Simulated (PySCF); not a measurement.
Atoms are numbered as in `[NH2:1][CH2:2][C:3]([F:4])([F:5])[F:6]`; H(Xn) means a hydrogen on atom n.

Level of theory: shieldings: GIAO PBE0/pcSseg-1, structure optimised with GFN2-xTB, in PySCF 2.14.0 with density-fitted response routines (no solvent, one conformer, relativity neglected, averaged over atoms made equivalent by symmetry, fast rotation or ring inversion).

Referencing at the same level of theory: TMS for ¹³C and ¹H; ¹⁵N vs NH3; CFCl3 for ¹⁹F.

| atoms | nucleus | count | Hirshfeld charge | δ (ppm) |
| --- | --- | --- | --- | --- |
| C3 | ¹³C | 1 | 0.26 | 134.6 |
| F4/F5/F6 | ¹⁹F | 3 | -0.10 | -91.7 |
| C2 | ¹³C | 1 | -0.05 | ? |
| N1 | ¹⁵N | 1 | -0.24 | 22.3 |
| H(N1) | ¹H | 2 | 0.11 | ? |
| H(C2) | ¹H | 2 | 0.05 | 3.52 |

**Question.** Estimate the values marked ?.

**Answer.** 
- C2: 50.7 ppm, sp3 CH2 bonded to N; pulled downfield by the heteroatom
- H(N1): 0.67 ppm, hydrogen on an amine nitrogen; exchangeable, gas-phase position

OH and NH positions are those of a molecule without intermolecular hydrogen bonds; in solution they move with solvent, concentration and temperature, and exchange usually removes their couplings. Shifts are as computed. Against solution values, carbons near 30 ppm lie about +3 ppm off and those near 130 ppm about +5 ppm. Of 1211 compounds with measured shifts, 218 miss one by over three times the rms of a fit or turn the order of signals round; such compounds aren't used in these exercises. Unscaled 19F shifts against computed CFCl3 carry errors that often reach 10 to 50 ppm. Experimental scales use liquid or dissolved standards, which lie at an offset from isolated NH3 (liquid NH3: subtract about 20 ppm).
